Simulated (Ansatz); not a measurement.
Two shapes of doublet SiH3.

Shape 1:

```xyz
4

Si   -0.0207   -0.0409    0.0595
H     1.4529   -0.0411   -0.3698
H    -0.7381    1.2618   -0.3387
H    -0.6996   -1.2138   -0.4150
```

Shape 2:

```xyz
4

Si    0.0000    0.0000    0.0858
H     1.5384    0.0000   -0.4006
H    -0.7692    1.3323   -0.4006
H    -0.7692   -1.3323   -0.4006
```

Basis set: 6-31G* (spherical functions). Correlated methods keep 5 orbitals frozen. Charge 0, multiplicity 2.

Computed with Ansatz (development build ahead of 0.2.0); each method stands on the lowest determinant of its kind that the runs found.

(1) Which shape is lower in energy, and by how much in each method?

Results:

(1)

```csv
method,E(2) − E(1) (eV)
UHF,0.390
UHF-MP2,0.331
```

Shape 1 is lower.
